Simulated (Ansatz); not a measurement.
```yaml
crystal:
  periodic: [false, false, false]
  atoms:
    - {symbol: C, position_ang: [-0.755952, 1.220807, -0.003309]}
    - {symbol: N, position_ang: [-0.162825, 0.213370, 0.847834]}
    - {symbol: C, position_ang: [0.835196, -0.607752, 0.183253]}
    - {symbol: N, position_ang: [0.298804, -1.596478, -0.715897]}
    - {symbol: H, position_ang: [-1.349755, 0.744142, -0.787606]}
    - {symbol: H, position_ang: [-1.437130, 1.844697, 0.577907]}
    - {symbol: H, position_ang: [-0.018903, 1.877921, -0.495886]}
    - {symbol: H, position_ang: [0.246851, 0.646570, 1.665470]}
    - {symbol: H, position_ang: [1.553037, -0.002012, -0.395311]}
    - {symbol: H, position_ang: [1.401248, -1.120980, 0.966007]}
    - {symbol: H, position_ang: [-0.084810, -1.169211, -1.548325]}
    - {symbol: H, position_ang: [-0.448861, -2.106275, -0.260135]}
basis:
  gaussian: {orbitals: def2-SVPD}
hamiltonian: {xc: {name: HF}}
correlation: {active_space: {window: {electrons: 40, orbitals: 30}}}
```

```sh
$ ansatz run in.yaml --threads 2 --pin off --events-out ev --progress --plain --max-ram 4352MiB
```

(1) How does Ansatz answer? (Best estimate.)

## Answers

(1) The calculation gave: The run stopped with an error.
```
Functional definition: HF
1424 factors; integrals over basis functions are off by at most 8.2e-4 eV
mean field evaluation 1: about -5143.7917 eV, gradient 3.3e1 eV
mean field evaluation 2: about -5144.1145 eV, gradient 3.3e1 eV
mean field evaluation 4: about -5146.9213 eV, gradient 3.6e0 eV
mean field evaluation 8: about -5146.9639 eV, gradient 1.7e-1 eV
mean field -5146.96404428 eV, -189.1474398896 hartree, gradient 1.4e-6 eV, S^2 0.000000; 0 other end points of the search recorded, 0 dependent functions left out
reference -5146.96404428 eV, -189.1474398896 hartree; 17, 17 occupied and 127, 127 virtual orbitals, 1424 factors
Error: 40 electrons in 30 orbitals form no window around the highest filled level of the reference
```
